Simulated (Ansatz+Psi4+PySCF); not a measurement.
# singlet ClF: levels of theory in one basis

```xyz
2

F     0.0000    0.0000   -1.3017
Cl    0.0000    0.0000    0.6892
```

Basis set: cc-pVTZ on F; cc-pV(T+d)Z on Cl (spherical functions). Correlated methods keep 6 orbitals frozen. Charge 0, multiplicity 1.

Computed with Ansatz (development build ahead of 0.2.0) and Psi4 1.11; each method stands on the lowest determinant of its kind that the runs found.

| method | E − E(RHF) (eV) | <S²> of the determinant |
| --- | --- | --- |
| RHF | 0.00 | 0.00 |
| RHF-MP2 | -12.71 | – |
| RHF-CCSD | -13.21 | – |
| RHF-CCSD(T) | -13.82 | – |

Caution: stretched shape with no unrestricted run beside it, a lower state can exist; unrestricted orbitals would lower the determinant.
